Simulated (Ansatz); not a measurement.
Reaction (SMILES): C#N (CH-N) → [NH+]#[C-] (C-NH)
B3LYP-D3(BJ)/def2-TZVP geometries, fixed; electronic energies without zero-point terms.
Largest species:
```
C
N 1 1.1462
H 1 1.0667 2 180.00
```

Basis-set convergence of the isomerisation energy at HF with Ansatz (a program for electronic structure). Cartesian d functions, on some or all atoms, in 6-31G*, 6-31G**, 6-31+G*; all else is spherical. No added dispersion term, no relativity. Functions are those of the species that has most. Reference: the value in pcseg-4, 10.02 kcal/mol, itself unsure by roughly 0.05 kcal/mol (its mean distance from aug-pcseg-3, aug-cc-pVQZ, cc-pV5Z). Deviations are taken from unrounded values.

| basis | functions |
|---|---|
| STO-3G | 11 |
| 3-21G | 20 |
| 6-31G | 20 |
| 6-31G* | 32 |
| 6-31G** | 35 |
| 6-31+G* | 40 |
| 6-311G** | 42 |
| 6-311+G** | 50 |
| aug-cc-pVDZ | 55 |
| 6-311++G(2d,2p) | 64 |
| jun-cc-pV(T+d)Z | 92 |
| 6-311++G(3df,3pd) | 96 |
| aug-cc-pVTZ | 115 |
| aug-cc-pVQZ | 206 |

Question: Which is the smallest set listed that can be trusted to 2 kcal/mol here, that is, within that of the reference together with its larger relatives (same family, alike in diffuse functions; a set with none to test it counts only in the reference's own line)?

Answer: The smallest set listed that lies within 2 kcal/mol of the reference with all its larger relatives (same family, alike in diffuse functions; a set with none counts only in the reference's own line) is 6-31G** (35 functions, 0.89 kcal/mol off). Inside the window by cancellation, since a larger relative falls out: 3-21G, 6-31G. Value minus reference: STO-3G 9.39, 3-21G -1.12, 6-31G -1.55, 6-31G* 2.34, 6-31G** 0.89, 6-31+G* 0.91, 6-311G** 0.62, 6-311+G** 0.27, aug-cc-pVDZ 0.23, 6-311++G(2d,2p) 0.52, jun-cc-pV(T+d)Z 0.05, 6-311++G(3df,3pd) 0.21, aug-cc-pVTZ 0.09, aug-cc-pVQZ 0.00 kcal/mol.
